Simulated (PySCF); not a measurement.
Gas-phase reaction: Al(CH3)3 + C3H4 (propyne) ⇌ AlCH3 + 5 CH2

Method: PySCF energies plus ideal-gas RRHO corrections (1 bar). † marks an energy on the PBE0/def2-TZVP geometry and frequencies; other levels use their own. MP2 freezes the core. 6-31G* has spherical d functions here. Open shells (unrestricted): CH2 (multiplicity 3); the rest are closed-shell singlets. B3LYP is the form with VWN-RPA correlation. Methyl groups turn as free rotors in Al(CH3)3. AlCH3: computed as isolated molecules; such fragments, hydroxides, amides, oligomers or adducts are transient or little studied in the gas. MP2 isn't extrapolated to the basis-set limit; its ΔH°(298 K) is 1948.7 kJ in def2-SVP and 2027.1 kJ in def2-TZVPP. The harmonic model lacks anharmonicity and excited electronic states, which grow with temperature; levels with a mode under 35 cm⁻¹ are left out.

```
level               ΔE electronic, kJ  ΔH°(298 K), kJ  ΔS°(298 K), J/K  ΔG°(1000 K), kJ
------------------  -----------------  --------------  ---------------  ---------------
B3LYP/6-31G*                     2045            1963              622             1329
HF/def2-TZVP†                    1379            1297              622              664
M06-2X/def2-TZVP†                2050            1968              622             1335
MP2/def2-TZVPP†                  2109            2027              622             1394
PBE/def2-SVP                     2107            2029              622             1397
PBE/def2-TZVP†                   2089            2008              622             1374
PBE0/def2-SVP†                   2049            1968              622             1334
PBE0/def2-TZVP                   2036            1955              622             1322
LDA/def2-TZVP†                   2391            2309              622             1676
ωB97M-V/def2-TZVP†               2098            2016              622             1383
```
ΔH° is lowest at HF/def2-TZVP† and highest at LDA/def2-TZVP†. No reference value is set beside these.
